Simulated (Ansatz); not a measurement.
# H6Si2: the cost of one run

Program: Ansatz 0.2.0. Level of theory: RKS B3LYP-D4/cc-pVDZ. These are calculated values, not measurements.

## 1. The system as given

Bond lengths: Si1–Si2 2.220 Å, Si2–H3 1.460 Å, Si2–H4 1.460 Å, Si2–H5 1.460 Å, Si1–H6 1.460 Å, Si1–H7 1.459 Å, Si1–H8 1.459 Å. Angles: Si1–Si2–H3 109.5°, Si1–Si2–H4 109.5°, Si1–Si2–H5 109.5°, H3–Si2–H4 109.4°, H3–Si2–H5 109.4°, H4–Si2–H5 109.4°, Si2–Si1–H6 109.5°, Si2–Si1–H7 109.5°, Si2–Si1–H8 109.5°, H6–Si1–H7 109.5°, H6–Si1–H8 109.5°, H7–Si1–H8 109.5°.

Structure file:

```xyz
8

Si    0.0000    0.0000    0.0000
Si    0.0000    0.0000    2.2200
H    -1.3148   -0.4067    2.7074
H     1.0096   -0.9353    2.7074
H     0.3052    1.3420    2.7074
H     1.3768    0.0000   -0.4862
H    -0.6877    1.1914   -0.4862
H    -0.6877   -1.1914   -0.4862
```

## 2. Relaxing the start

input.yaml

```yaml
crystal:
  periodic: [false, false, false]
  atoms:
    - { symbol: Si, position_ang: [0.0, 0.0, 0.0] }
    - { symbol: Si, position_ang: [0.0, 0.0, 2.22] }
    - { symbol: H, position_ang: [-1.3148, -0.4067, 2.7074] }
    - { symbol: H, position_ang: [1.0096, -0.9353, 2.7074] }
    - { symbol: H, position_ang: [0.3052, 1.342, 2.7074] }
    - { symbol: H, position_ang: [1.3768, 0.0, -0.4862] }
    - { symbol: H, position_ang: [-0.6877, 1.1914, -0.4862] }
    - { symbol: H, position_ang: [-0.6877, -1.1914, -0.4862] }
basis:
  gaussian: { orbitals: cc-pVDZ }
hamiltonian:
  xc: b3lyp
  dispersion: d4
relax:
  f_tol: 0.02
  max_steps: 40
output:
  orbitals: {}
```

Command:

```bash
ansatz run input.yaml --threads 1 --pin off --max-ram 2048MiB --backend cpu --events-out ev --progress --plain --runs-dir out
```

What time and memory should one allow on 1 thread of Intel Xeon 6975P-C (Granite Rapids), shared host?

About 8.8 s, with a peak of 0.14 GiB.
